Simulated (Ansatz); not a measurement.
C$_{3}$H$_{2}$FN (`N#C/C=C/F`). Total charge 0; spin multiplicity 1. The structure was optimised at the PBE0-D4/def2-TZVP level.

```xyz
7

N    -1.107   -0.221    2.276
C    -0.765    0.017    1.202
C    -0.362    0.324   -0.120
C     0.720   -0.238   -0.646
F     1.105    0.040   -1.878
H    -0.956    1.027   -0.693
H     1.365   -0.948   -0.141
```

(1) What is the dipole moment at B3LYP/def2-TZVPP? (Best estimate.)

(2) And with PBE, r2SCAN, ωB97M-V? (Estimate.)

(3) Give the Mulliken charges with B3LYP, r2SCAN, ωB97M-V in def2-TZVPP. (Best estimate.)

Results:

(1) Computed: 2.92 D, with components (1.26, 0.26, -2.62) D in this frame, pointing from negative to positive charge.

(2) The calculation gave: PBE 2.99 D, r2SCAN 3.05 D, ωB97M-V 2.93 D.

(3) Computed: 
| atom | B3LYP | r2SCAN | ωB97M-V |
| --- | --- | --- | --- |
| N1 | 0.01 | -0.06 | -0.03 |
| C2 | -0.22 | -0.16 | -0.18 |
| C3 | -0.04 | -0.02 | -0.04 |
| C4 | 0.14 | 0.17 | 0.14 |
| F5 | -0.17 | -0.16 | -0.16 |
| H6 | 0.14 | 0.12 | 0.13 |
| H7 | 0.13 | 0.11 | 0.13 |

B3LYP here is the variant with VWN-RPA as its local correlation; programs differ in this.
